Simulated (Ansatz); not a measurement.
# H2O2: geometry and frequencies at several levels, part 2 of 2

Wanted for H2O2: geometry and frequencies at several levels.

Ansatz 0.2.0, Gaussian bases. Earlier steps stand in the parts before.

### 10 Frequencies, B3LYP-D4/def2-TZVPP

input.yaml reads:

```yaml
crystal:
  periodic: [false, false, false]
  atoms:
    - { symbol: O, position_ang: [-0.66732616, 0.25215953, 0.28564627] }
    - { symbol: O, position_ang: [0.66137089, 0.25685534, -0.2951579] }
    - { symbol: H, position_ang: [-1.14435359, -0.27737753, -0.36588616] }
    - { symbol: H, position_ang: [1.15036884, -0.23667736, 0.37548777] }
basis:
  gaussian: { orbitals: def2-TZVPP }
hamiltonian:
  xc: { name: B3LYP }
  dispersion: d4
phonons: {}
```

On the command line:

```
ansatz run input.yaml --threads 2 --pin off --max-ram 5120MiB --backend cpu --events-out ev --progress --plain --runs-dir out
```

Standard output (excerpt; [...] marks lines left out):

```text
Warning: RAYON_NUM_THREADS=2 ignored (pool sized by the plan → 2); use --threads N
[...]
Functional definition: B3LYP
[...]
420 factors; their error is unknown
[...]
mean field -4125.82468860 eV, -151.6212607217 hartree, gradient 8.4e-6 eV, S^2 0.000000; 0 other end points of the search recorded, 0 dependent functions left out
[...]
reference -4125.82484436 eV, -151.6212664457 hartree; 9, 9 occupied and 81, 81 virtual orbitals, 420 factors
[...]
420 factors; their error is unknown
mean field -4125.82456508 eV, -151.6212561823 hartree, gradient 2.9e-6 eV, S^2 0.000000; 0 other end points of the search recorded, 0 dependent functions left out
[...]
reference -4125.82472095 eV, -151.6212619105 hartree; 9, 9 occupied and 81, 81 virtual orbitals, 420 factors
[...]
420 factors; their error is unknown
[...]
reference -4125.82476978 eV, -151.6212637049 hartree; 9, 9 occupied and 81, 81 virtual orbitals, 420 factors
[...]
420 factors; their error is unknown
[...]
mean field -4125.82460941 eV, -151.6212578113 hartree, gradient 3.0e-6 eV, S^2 0.000000; 0 other end points of the search recorded, 0 dependent functions left out
[...]
reference -4125.82476527 eV, -151.6212635393 hartree; 9, 9 occupied and 81, 81 virtual orbitals, 420 factors
Total energy: -4125.85403643 eV, -151.6223392344 hartree
Atom 0 at    -0.667326     0.252160     0.285646 Å, force    -0.000156    -0.000017     0.000090 eV/Å
Atom 1 at     0.661371     0.256855    -0.295158 Å, force     0.000156    -0.000016    -0.000089 eV/Å
Atom 2 at    -1.144354    -0.277378    -0.365886 Å, force     0.000042     0.000017     0.000001 eV/Å
Atom 3 at     1.150369    -0.236677     0.375488 Å, force    -0.000043     0.000016    -0.000001 eV/Å
Dipole moment:     0.004318    -0.369024     0.006894 e Å
Vibrations: 363.99 949.01 1322.13 1441.08 3771.32 3772.15 cm⁻¹, zero-point energy 0.720328 eV
```

Run time: 2.9 s. Hardware: 2 threads of Intel Xeon 6975P-C (Granite Rapids), shared host; peak memory 0.14 GiB.

Harmonic frequencies (cm⁻¹; negative: imaginary): 364, 949, 1322, 1441, 3771, 3772.

### 11 Relaxation, B2PLYP/def2-TZVPP

input.yaml reads:

```yaml
crystal:
  periodic: [false, false, false]
  atoms:
    - { symbol: O, position_ang: [-0.65751477, 0.25904342, 0.27741773] }
    - { symbol: O, position_ang: [0.65139758, 0.26381036, -0.2871879] }
    - { symbol: H, position_ang: [-1.13257156, -0.28404793, -0.3597541] }
    - { symbol: H, position_ang: [1.13874874, -0.24384587, 0.36961426] }
basis:
  gaussian: { orbitals: def2-TZVPP }
hamiltonian:
  xc: { name: B2PLYP }
relax:
  f_tol: 0.002
  max_steps: 150
```

On the command line:

```
ansatz run input.yaml --threads 2 --pin off --max-ram 5120MiB --backend cpu --events-out ev --progress --plain --runs-dir out
```

Standard output (excerpt; [...] marks lines left out):

```text
Warning: RAYON_NUM_THREADS=2 ignored (pool sized by the plan → 2); use --threads N
[...]
Functional definition: B2PLYP
[...]
610 factors; integrals over basis functions are off by at most 2.5e-4 eV
[...]
mean field -4118.73247821 eV, -151.3606267971 hartree, gradient 3.1e-6 eV, S^2 0.000000; 0 other end points of the search recorded, 0 dependent functions left out
2 core orbitals not correlated: weight in the atoms' cores, before any rotation towards them, 1.000 or more for the frozen orbitals, at most 0.000 for the correlated occupied ones
reference -4118.73257463 eV, -151.3606303403 hartree; 7, 7 occupied and 81, 81 virtual orbitals, 610 factors
second order -16.11211703 eV of doubles, -0.00000000 eV of singles
[...]
relax step   1: F+E_penalty+E_count = -4123.08274981 eV  Δ(F+E_penalty+E_count) = +0.000e0 eV  max|allowed force component| = 6.400e-1 eV/Å  Δτ_max = 0.0000 Å  (40 SCF iters, accepted)
[...]
610 factors; integrals over basis functions are off by at most 2.6e-4 eV
mean field -4118.71266124 eV, -151.3598985367 hartree, gradient 6.5e-6 eV, S^2 0.000000; 1 other end points of the search recorded, 0 dependent functions left out
2 core orbitals not correlated: weight in the atoms' cores, before any rotation towards them, 1.000 or more for the frozen orbitals, at most 0.000 for the correlated occupied ones
reference -4118.71275751 eV, -151.3599020748 hartree; 7, 7 occupied and 81, 81 virtual orbitals, 610 factors
second order -16.22222005 eV of doubles, -0.00000000 eV of singles
[...]
Total energy: -4123.09275692 eV, -151.5208640843 hartree
Atom 0 at    -0.667259     0.250250     0.289088 Å, force    -0.000189    -0.000223    -0.000513 eV/Å
Atom 1 at     0.661350     0.254817    -0.298526 Å, force     0.000194    -0.000199     0.000521 eV/Å
Atom 2 at    -1.139720    -0.275359    -0.366431 Å, force     0.000025     0.000218     0.000355 eV/Å
Atom 3 at     1.145689    -0.234748     0.375959 Å, force    -0.000030     0.000204    -0.000363 eV/Å
Dipole moment:     0.004290    -0.366630     0.006849 e Å
```

It took 7.2 s on 2 threads of Intel Xeon 6975P-C (Granite Rapids), shared host; peak memory 0.17 GiB.

Relaxation path:

| step | E - E(step 1) (eV) | largest force component (eV/Å) |
| --- | --- | --- |
| 1 | 0.0000 | 0.6400 |
| 2 | -0.0066 | 0.3186 |
| 3 | -0.0097 | 0.0358 |
| 4 | -0.0084 | 0.1143 |
| 5 | -0.0099 | 0.0261 |
| 6 | -0.0099 | 0.0031 |
| 7 | -0.0099 | 0.0005 |

Step 1 is the start. Step 4 was tried and not accepted.

Before: Bond lengths: O1–O2 1.426 Å, O1–H3 0.963 Å, O2–H4 0.963 Å. Angles: O1–O2–H4 101.1°, O2–O1–H3 101.1°.

After: Bond lengths: O1–O2 1.453 Å, O1–H3 0.964 Å, O2–H4 0.964 Å. Angles: O1–O2–H4 100.1°, O2–O1–H3 100.1°.

### 12 Frequencies, B2PLYP/def2-TZVPP

input.yaml reads:

```yaml
crystal:
  periodic: [false, false, false]
  atoms:
    - { symbol: O, position_ang: [-0.66725876, 0.25024975, 0.28908828] }
    - { symbol: O, position_ang: [0.66134968, 0.25481729, -0.29852616] }
    - { symbol: H, position_ang: [-1.13972019, -0.27535863, -0.36643139] }
    - { symbol: H, position_ang: [1.14568925, -0.23474844, 0.37595925] }
basis:
  gaussian: { orbitals: def2-TZVPP }
hamiltonian:
  xc: { name: B2PLYP }
phonons: {}
```

On the command line:

```
ansatz run input.yaml --threads 2 --pin off --max-ram 5120MiB --backend cpu --events-out ev --progress --plain --runs-dir out
```

Standard output (excerpt; [...] marks lines left out):

```text
Warning: RAYON_NUM_THREADS=2 ignored (pool sized by the plan → 2); use --threads N
[...]
Functional definition: B2PLYP
[...]
611 factors; integrals over basis functions are off by at most 2.4e-4 eV
[...]
mean field -4118.71266355 eV, -151.3598986216 hartree, gradient 3.7e-6 eV, S^2 0.000000; 0 other end points of the search recorded, 0 dependent functions left out
2 core orbitals not correlated: weight in the atoms' cores, before any rotation towards them, 1.000 or more for the frozen orbitals, at most 0.000 for the correlated occupied ones
reference -4118.71275984 eV, -151.3599021604 hartree; 7, 7 occupied and 81, 81 virtual orbitals, 611 factors
second order -16.22221872 eV of doubles, -0.00000000 eV of singles
[...]
611 factors; integrals over basis functions are off by at most 2.4e-4 eV
[...]
mean field -4118.71158796 eV, -151.3598590947 hartree, gradient 2.4e-6 eV, S^2 0.000000; 0 other end points of the search recorded, 0 dependent functions left out
2 core orbitals not correlated: weight in the atoms' cores, before any rotation towards them, 1.000 or more for the frozen orbitals, at most 0.000 for the correlated occupied ones
reference -4118.71168431 eV, -151.3598626355 hartree; 7, 7 occupied and 81, 81 virtual orbitals, 611 factors
second order -16.22590792 eV of doubles, -0.00000000 eV of singles
[...]
Total energy: -4123.09275890 eV, -151.5208641568 hartree
Atom 0 at    -0.667259     0.250250     0.289088 Å, force    -0.000194    -0.000226    -0.000509 eV/Å
Atom 1 at     0.661350     0.254817    -0.298526 Å, force     0.000199    -0.000202     0.000517 eV/Å
Atom 2 at    -1.139720    -0.275359    -0.366431 Å, force     0.000024     0.000221     0.000353 eV/Å
Atom 3 at     1.145689    -0.234748     0.375959 Å, force    -0.000029     0.000207    -0.000361 eV/Å
Dipole moment:     0.004290    -0.366629     0.006849 e Å
Vibrations: 362.58 932.70 1322.00 1441.55 3799.29 3799.39 cm⁻¹, zero-point energy 0.722673 eV
```

Run time: 11 s. Hardware: 2 threads of Intel Xeon 6975P-C (Granite Rapids), shared host; peak memory 0.17 GiB.

Harmonic frequencies (cm⁻¹; negative: imaginary): 363, 933, 1322, 1442, 3799, 3799.

### 13 The levels compared

| level | O1–O2 (Å) | rotational constants (MHz) | dipole (D) | highest frequency (cm⁻¹) | CPU time |
| --- | --- | --- | --- | --- | --- |
| PBE0-D4/def2-TZVPP | 1.4255 | 307270, 27285, 26432 | 1.82 | 3829 | 4.2 s |
| PBE-D4/def2-TZVPP | 1.4649 | 295930, 25998, 25153 | 1.76 | 3653 | 3.7 s |
| r2SCAN-D4/def2-TZVPP | 1.4548 | 302080, 26381, 25482 | 1.76 | 3765 | 7.2 s |
| B3LYP-D4/def2-TZVPP | 1.4501 | 304060, 26489, 25591 | 1.77 | 3772 | 4.2 s |
| B2PLYP/def2-TZVPP | 1.4528 | 303710, 26456, 25538 | 1.76 | 3799 | 14 s |

Constants are for the commonest isotopes at the equilibrium geometry; times are CPU times of the relaxations.

### 14 Summary of results

This closing draws on all 2 parts.

| quantity | value |
| --- | --- |
| O1–O2 at B2PLYP/def2-TZVPP | 1.453 Å |
| frequencies at B2PLYP/def2-TZVPP | 363 to 3799 cm⁻¹ |

The O–O distance spreads over 0.039 Å, from PBE0-D4/def2-TZVPP (shortest) to PBE-D4/def2-TZVPP. A measured dipole moment of H2O2 is 1.77 D (NIST CCCBDB Release 22 (SRD 101), experimental dipoles); the calculated 1.76 D misses it by -0.5 %. That is B2PLYP/def2-TZVPP. No mode is imaginary, so the geometry is a minimum.
